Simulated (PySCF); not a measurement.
Ligands exchanged one at a time, B H-Cl. All species are isolated molecules in the gas phase. Strings in code marks are SMILES.

The S1 excitation (TDA) from two functionals at the same geometries (CAM-B3LYP-D3(BJ)/def2-TZVP), both in PySCF: PBE-D3(BJ)/def2-TZVP and TPSSh-D3(BJ)/def2-TZVP. Excitations are Tamm–Dancoff values on a coarser integration grid. The basis has no diffuse functions, so Rydberg states are missing or too high.

```csv
species,TPSSh-D3(BJ)/def2-TZVP (eV)
1 of 3 H replaced by Cl,5.04
2 of 3 H replaced by Cl (`B(Cl)Cl`),5.72
3 of 3 H replaced by Cl (`ClB(Cl)Cl`),5.55
```

### Question
What does PBE-D3(BJ)/def2-TZVP give for each?

### Answer

- 1 of 3 H replaced by Cl: 4.57
- 2 of 3 H replaced by Cl (`B(Cl)Cl`): 5.29
- 3 of 3 H replaced by Cl (`ClB(Cl)Cl`): 5.12
Over these rows, drawn at random from the members with no instability flagged (it was tested for open shells, ions and some series alone), PBE minus TPSSh-D3(BJ): mean -0.44 eV, from -0.47 eV to -0.43 eV.
